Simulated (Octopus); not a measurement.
# PBE-D3(BJ) (scalar, in the pseudopotentials, pseudodojo_pbe potentials, box margin 5 angstrom, extra states 0, grid spacing 0.21 angstrom, mix field default) run of P4 (SMILES P12P3P1P23)

What is the vertical ionisation energy of P4 at PBE-D3(BJ) (scalar, in the pseudopotentials, pseudodojo_pbe potentials, box margin 5 angstrom, extra states 0, grid spacing 0.21 angstrom, mix field default)? 

The calculation is run with Octopus 16.4.

7 further runs of the same task are left out: 3 that didn't finish, 4 set aside as unsound or not needed.

## 1. Starting point

The species is P4 (4 atoms), meant as a singlet with charge 0. As SMILES, `P12P3P1P23`. The coordinates come from a PBE0-D4/def2-TZVP relaxation.

Bond lengths: P1–P2 2.184 Å, P1–P3 2.184 Å, P2–P3 2.184 Å, P1–P4 2.184 Å, P2–P4 2.184 Å, P3–P4 2.184 Å. Some angles: P1–P2–P3 60.0°, P1–P2–P4 60.0°, P3–P2–P4 60.0°, P2–P1–P3 60.0°, P2–P1–P4 60.0°, P3–P1–P4 60.0°, P1–P3–P2 60.0°, P1–P3–P4 60.0°, P2–P3–P4 60.0°, P1–P4–P2 60.0°.

## 2. Energy and gradient at PBE-D3(BJ) (scalar, in the pseudopotentials, pseudodojo_pbe potentials, box margin 5 angstrom, extra states 0, grid spacing 0.21 angstrom, mix field default)

Input file geometry.xyz:

```xyz
4

P     -0.724800    -0.100000     1.119375
P      1.294900     0.109800     0.315675
P     -0.185000    -1.091700    -0.749825
P     -0.385100     1.081900    -0.685225
```

Command:

```sh
$ OMP_NUM_THREADS=1 octopus > gs.log
```

What it wrote:

```text
Version                : 16.4
[... 54 lines left out ...]
** Warning:
[... 34 lines left out ...]
** Warning:
[... 32 lines left out ...]
Converged eigenvectors: 0
#  State  Eigenvalue [eV]  Occupation    Error
[... 9 lines left out ...]
Converged eigenvectors: 0
#  State  Eigenvalue [eV]  Occupation    Error
[... 46 lines left out ...]
Converged eigenvectors: 0
#  State  Eigenvalue [eV]  Occupation    Error
[... 9 lines left out ...]
Converged eigenvectors: 0
#  State  Eigenvalue [eV]  Occupation    Error
[... 6 lines left out ...]
Info: SCF converged in   16 iterations
** Warning:
**   Some of the states are not fully converged!
[... 1 line left out ...]
Octopus emitted 2 warnings.
[... 3 lines left out ...]
  or contact the octopus developers for details.
```

It took 12 s on 1 thread of Arm Neoverse V2, shared host; peak memory 0.11 GiB.

## 3. The doublet cation, same level

geometry.xyz is that of step 2.

Command:

```sh
$ OMP_NUM_THREADS=1 octopus > gs.log
```

What it wrote:

```text
Version                : 16.4
[... 54 lines left out ...]
** Warning:
[... 71 lines left out ...]
Converged eigenvectors: 0
#  State  Spin  Eigenvalue [eV]  Occupation    Error
[... 5 lines left out ...]
  [output of 2 eigenvalues skipped: maximum error = 7.9E-02]
[... 17 lines left out ...]
Converged eigenvectors: 0
#  State  Spin  Eigenvalue [eV]  Occupation    Error
[... 5 lines left out ...]
  [output of 2 eigenvalues skipped: maximum error = 1.3E-02]
[... 79 lines left out ...]
Converged eigenvectors: 10
#  State  Spin  Eigenvalue [eV]  Occupation    Error
[... 5 lines left out ...]
  [output of 2 eigenvalues skipped: maximum error = 4.5E-08]
[... 5 lines left out ...]
                                                                     ^
Total Magnetic Moment:
 mz =  -1.000000
Local Magnetic Moments (sphere radius [A] =   1.092):
 Ion                    mz
   1         P      -0.142413
   2         P      -0.141717
   3         P      -0.141997
   4         P      -0.139115
*********************** SCF CYCLE ITER #   63 ************************
 etot  = -7.43902673E+02 abs_ev   =  3.76E-08 rel_ev   =  1.18E-10
 ediff =        3.21E-10 abs_dens =  9.98E-06 rel_dens =  5.25E-07
Converged eigenvectors: 20
#  State  Spin  Eigenvalue [eV]  Occupation    Error
      1    dn      -26.767875    1.000000   ( 6.1E-08)
      1    up      -26.544360    1.000000   ( 3.9E-08)
      2    dn      -19.892433    1.000000   ( 7.5E-08)
[... 4 lines of this table left out ...]
      4    up      -19.369343    1.000000   ( 4.7E-08)
  [output of 2 eigenvalues skipped: maximum error = 5.5E-08]
      6    dn      -13.463949    1.000000   ( 4.1E-08)
      7    dn      -13.463803    1.000000   ( 4.7E-08)
      8    dn      -13.382418    1.000000   ( 5.0E-08)
[... 6 lines of this table left out ...]
     10    up      -12.362377    0.000000   ( 6.1E-08)
                                                                     ^
Total Magnetic Moment:
 mz =  -1.000000
Local Magnetic Moments (sphere radius [A] =   1.092):
 Ion                    mz
   1         P      -0.142413
   2         P      -0.141717
   3         P      -0.141997
   4         P      -0.139115
Info: SCF converged in   63 iterations
Info: Number of matrix-vector products:      12096
Octopus used 1 experimental feature:
  Since you used one or more experimental features, results are likely
  wrong and should not  be considered as valid scientific data.  Check
  or contact the octopus developers for details.
```

Wall time 77 s (1 thread of Arm Neoverse V2, shared host); peak memory 0.14 GiB.

## 4. Summary of results

At PBE-D3(BJ) (scalar, in the pseudopotentials, pseudodojo_pbe potentials, box margin 5 angstrom, extra states 0, grid spacing 0.21 angstrom, mix field default):

| quantity | value |
| --- | --- |
| singlet P4: total energy | -27.68620 Eh |
| singlet P4: dipole moment | 0.00 D |
| singlet P4: HOMO energy | -6.61 eV |
| singlet P4: dispersion energy | -20.84 kJ/mol |
| singlet P4: largest force on an atom | 0.654 eV/Å |
| doublet cation: total energy | -27.33792 Eh |
| doublet cation: HOMO energy (highest over α and β) | -12.43 eV |
| doublet cation: dispersion energy | -20.84 kJ/mol |
| doublet cation: largest force on an atom | 2.359 eV/Å |
| vertical ionisation energy (to the doublet cation) | 9.477 eV |

In words: The vertical ionisation energy comes to 9.48 eV (914 kJ/mol). The largest force (singlet P4) is 0.65 eV/Å: the shape isn't a stationary point for this species at this level. The negative HOMO energy of the first species, 6.61 eV, lies 2.86 eV below that difference.
